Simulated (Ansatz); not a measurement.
Geometry optimisation of `FC1N=CN1`.

```yaml
crystal:
  periodic: [false, false, false]
  atoms:
    - {symbol: F, position_ang: [-1.854676, -0.346798, 0.101717]}
    - {symbol: C, position_ang: [-0.642504, 0.082884, 0.542249]}
    - {symbol: N, position_ang: [0.360033, -0.986108, 0.752554]}
    - {symbol: C, position_ang: [1.004397, -0.425124, -0.233828]}
    - {symbol: N, position_ang: [0.207580, 0.694870, -0.518772]}
    - {symbol: H, position_ang: [-0.788538, 0.745036, 1.424788]}
    - {symbol: H, position_ang: [1.989302, -0.679850, -0.669057]}
    - {symbol: H, position_ang: [-0.183493, 0.858090, -1.455450]}
basis:
  gaussian: {orbitals: def2-TZVP}
hamiltonian: {xc: pbe0, dispersion: d4}
relax: {f_tol: 0.005, max_steps: 150}
```

```sh
$ ansatz run in.yaml --threads 2 --pin off --events-out ev --progress --plain --max-ram 4352MiB
```

It prints (some lines left out):

```
Functional definition: PBE0
mean field -7812.56168146 eV, -287.1063462491 hartree, gradient 2.4e-5 eV, S^2 0.000000; 0 other end points of the search recorded, 0 dependent functions left out
relax step   1: F+E_penalty+E_count = -7812.67033723 eV  Δ(F+E_penalty+E_count) = +0.000e0 eV  max|allowed force component| = 1.070e0 eV/Å  Δτ_max = 0.0000 Å  (29 SCF iters, accepted)
mean field -7812.60039007 eV, -287.1077687642 hartree, gradient 2.0e-5 eV, S^2 0.000000; 0 other end points of the search recorded, 0 dependent functions left out
relax step   2: F+E_penalty+E_count = -7812.70910010 eV  Δ(F+E_penalty+E_count) = -3.876e-2 eV  max|allowed force component| = 2.877e-1 eV/Å  Δτ_max = 0.0219 Å  (33 SCF iters, accepted)
mean field -7812.60439334 eV, -287.1079158819 hartree, gradient 1.2e-5 eV, S^2 0.000000; 0 other end points of the search recorded, 0 dependent functions left out
relax step   3: F+E_penalty+E_count = -7812.71307154 eV  Δ(F+E_penalty+E_count) = -3.971e-3 eV  max|allowed force component| = 6.926e-2 eV/Å  Δτ_max = 0.0118 Å  (34 SCF iters, accepted)
mean field -7812.60483634 eV, -287.1079321618 hartree, gradient 1.3e-5 eV, S^2 0.000000; 0 other end points of the search recorded, 0 dependent functions left out
relax step   4: F+E_penalty+E_count = -7812.71352310 eV  Δ(F+E_penalty+E_count) = -4.516e-4 eV  max|allowed force component| = 5.107e-2 eV/Å  Δτ_max = 0.0066 Å  (33 SCF iters, accepted)
mean field -7812.60492127 eV, -287.1079352827 hartree, gradient 2.1e-5 eV, S^2 0.000000; 0 other end points of the search recorded, 0 dependent functions left out
relax step   5: F+E_penalty+E_count = -7812.71360485 eV  Δ(F+E_penalty+E_count) = -8.176e-5 eV  max|allowed force component| = 3.200e-2 eV/Å  Δτ_max = 0.0010 Å  (34 SCF iters, accepted)
mean field -7812.60497599 eV, -287.1079372937 hartree, gradient 2.1e-5 eV, S^2 0.000000; 0 other end points of the search recorded, 0 dependent functions left out
relax step   6: F+E_penalty+E_count = -7812.71365771 eV  Δ(F+E_penalty+E_count) = -5.285e-5 eV  max|allowed force component| = 1.895e-2 eV/Å  Δτ_max = 0.0015 Å  (34 SCF iters, accepted)
mean field -7812.60504802 eV, -287.1079399407 hartree, gradient 1.5e-5 eV, S^2 0.000000; 0 other end points of the search recorded, 0 dependent functions left out
relax step   7: F+E_penalty+E_count = -7812.71373126 eV  Δ(F+E_penalty+E_count) = -7.355e-5 eV  max|allowed force component| = 1.192e-2 eV/Å  Δτ_max = 0.0063 Å  (33 SCF iters, accepted)
mean field -7812.60505319 eV, -287.1079401309 hartree, gradient 2.2e-5 eV, S^2 0.000000; 0 other end points of the search recorded, 0 dependent functions left out
relax step   8: F+E_penalty+E_count = -7812.71373690 eV  Δ(F+E_penalty+E_count) = -5.640e-6 eV  max|allowed force component| = 1.587e-3 eV/Å  Δτ_max = 0.0004 Å  (34 SCF iters, accepted)
mean field -7812.60505319 eV, -287.1079401309 hartree, gradient 2.1e-5 eV, S^2 0.000000; 1 other end points of the search recorded, 0 dependent functions left out
Total energy: -7812.71375821 eV, -287.1119349667 hartree
Atom 0 at    -1.835124    -0.335922     0.094768 Å, force     0.000372    -0.000349    -0.000020 eV/Å
Atom 1 at    -0.633779     0.089862     0.539449 Å, force    -0.000453     0.000128     0.000864 eV/Å
Atom 2 at     0.357351    -0.975544     0.732726 Å, force    -0.000304    -0.000004     0.000262 eV/Å
Atom 3 at     0.999690    -0.419912    -0.231663 Å, force     0.000486    -0.000247    -0.000430 eV/Å
Atom 4 at     0.209151     0.698122    -0.510495 Å, force     0.000614     0.000534     0.000555 eV/Å
Atom 5 at    -0.782533     0.731561     1.410882 Å, force     0.000314    -0.000443    -0.000013 eV/Å
Atom 6 at     1.966782    -0.673144    -0.659452 Å, force    -0.000972     0.000229     0.000369 eV/Å
Atom 7 at    -0.189436     0.827979    -1.432015 Å, force    -0.000057     0.000152    -0.001587 eV/Å
Dipole moment:     0.179381     0.320774    -0.390437 e Å
```

It took 26 s on 2 threads of an Arm Neoverse V2 on a shared host, with 0.35 GiB of host memory at the peak.
